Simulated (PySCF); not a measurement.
# H5OSi: the cost of one run

Programs: PySCF 2.14.0. All values are calculated, for the isolated system unless a continuum is named. Atoms count from 0, parts from 1.

## 1. Starting point

Each species was relaxed by itself at PBE0-D3(BJ)/def2-SVPD.

## 2. Energies of the species: wB97M-D3(BJ)/def2-TZVPD

What the job is given:

```
{"job": {"kind": "react", "xc": "wB97M-D3(BJ)", "basis": "def2-TZVPD"}, "charge": 1, "multiplicity": 1}
-1 H4OSi charge 0 multiplicity 1
O      1.153080    -0.541960     0.121310
Si    -0.375580     0.079420    -0.183990
H      1.545730    -0.373720     0.980350
H     -0.383480     1.570100    -0.079090
H     -1.382900    -0.469980     0.773410
H     -0.703520    -0.339920    -1.571830

-1 H3O charge 1 multiplicity 1
O      0.000700     0.000180     0.195370
H     -0.487100    -0.809220    -0.062610
H     -0.457500     0.826180    -0.064220
H      0.943920    -0.017140    -0.068520

+1 H5OSi charge 1 multiplicity 1
O     -0.349600    -0.975540    -0.376650
Si     0.153910     0.719360     0.218660
H     -0.292000    -1.777890     0.166740
H     -0.506020    -1.196800    -1.308820
H      1.615030     0.728950     0.003850
H     -0.654700     1.538320    -0.705990
H     -0.305710     0.618090     1.618080

+1 H2O charge 0 multiplicity 1
O      0.002000     0.389380     0.003920
H     -0.763880    -0.190760    -0.002210
H      0.761890    -0.198580    -0.001720
```

With the program's defaults for keys left out, this is: wB97M-D3(BJ)/def2-TZVPD reaction energy of separated species, gas phase.

Launch:

```bash
OMP_NUM_THREADS=1 python cluster_run.py task.json out
```

One launch serves the whole session: the jobs run in the order shown.

**Question.** How long does this first job take on 1 thread of AMD EPYC 7R43, shared host, and how much memory does it need?

About 7.4 s, with a peak of 0.48 GiB.
